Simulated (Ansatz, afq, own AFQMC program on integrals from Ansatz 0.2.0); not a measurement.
**AlNH, quartet in cc-pVDZ along one coordinate**

```xyz
3

Al    0.0000   -0.1047    0.6174
N     0.0000    0.1075   -1.2897
H     0.0000    1.3076    1.3949
```

All coordinates are scaled about the centre. Energies in kcal/mol count from this geometry (1.000) at the same level; the start stands on UHF, each point on the determinant named.

Basis cc-pVDZ. Noble-gas cores (and the filled d shells of Ga–Kr and In–Xe) are frozen. AFQMC by an in-house program on the Cholesky factors that Ansatz 0.2.0 writes for its CCSD(T) run. The CISD trial takes its coefficients from CCSD amplitudes. Released means that phaseless walkers are propagated on without the constraint, phases kept. ± is one standard error of the sampling.

Cautions, each for one point or more: a spin-contaminated unrestricted determinant lies lower; cluster runs in doubt by the program's own checks; higher spins were not checked; lower spins were not checked; strong correlation; the search met a lower determinant of the same kind, perhaps of another symmetry; unrestricted determinant slightly spin contaminated; unrestricted determinant spin contaminated.

```csv
scale of all distances,det.,T1,weight,⟨S²⟩,B2PLYP,B3LYP,CCSD(T)
0.879,UHF,0.026,0.91,3.76,22.6,22.8,24.2
1.117,UHF,0.027,0.89,3.84,6.5,5.6,5.1
1.299,UHF,0.037,0.86,3.92,30.1,27.9,24.9
1.507,UHF,0.052,0.83,3.97,51.0,50.5,41.7
1.769,ROHF,0.040,0.82,pure,71.3§,71.1§,57.6
1.980,ROHF,0.059,0.76,pure,81.2§,82.3§,67.0
2.439,ROHF¶,0.077,0.63,pure,90.7§,94.5§,77.5
```

(1) Estimate the curve of CCSDT(Q), counted from the same start.

## Answers

(1) 
| scale of all distances | det. | T1 | weight | ⟨S²⟩ | CCSDT(Q) | ph-AFQMC/CISD |
| --- | --- | --- | --- | --- | --- | --- |
| 0.879 | UHF | 0.026 | 0.91 | 3.76 | 24.3 | 24.6 ± 0.3 |
| 1.117 | UHF | 0.027 | 0.89 | 3.84 | 4.9 | 4.9 ± 0.3 |
| 1.299 | UHF | 0.037 | 0.86 | 3.92 | 24.6 | 24.5 ± 0.3 |
| 1.507 | UHF | 0.052 | 0.83 | 3.97 | 41.7 | 41.7 ± 0.3 |
| 1.769 | ROHF | 0.040 | 0.82 | pure | 57.7 | 58.1 ± 0.4 |
| 1.980 | ROHF | 0.059 | 0.76 | pure | 67.3 | 68.9 ± 0.4 |
| 2.439 | ROHF¶ | 0.077 | 0.63 | pure | 78.1 | 80.2 ± 0.5 |

Weight is that of the determinant in the CISD state; at the start T1 is 0.025 and the weight 0.91, and ⟨S²⟩ is 3.77. ¶ marks points with a poor determinant and no full CI, where no value is sure; they don't count among the departures. Symmetry can't show for every point that it stays on the start's state. § marks a functional whose ⟨S²⟩ is too high by over 0.1. Largest departures from CCSDT(Q), at the points where its series has closed: CCSD(T) 0.3 kcal/mol at 1.117 (on UHF), ph-AFQMC/CISD 1.6 kcal/mol at 1.980 (on ROHF), B2PLYP -1.8 kcal/mol at 0.879, B3LYP -1.5 kcal/mol at 0.879. Functionals count only at points shown to share the start's state and spin. In this small basis the wave-function levels are far from their limit, so their gap to the functionals isn't the functionals' error.

CCSDT and higher add their correlation energy to the determinant of the CCSD(T) run, since their own runs factorise the integrals more tightly (a shift of under 2 meV). A walk keeps the symmetry of its determinant, which the program's search chose and which needn't be the lowest solution, so a lower state of the same spin and another symmetry isn't excluded.
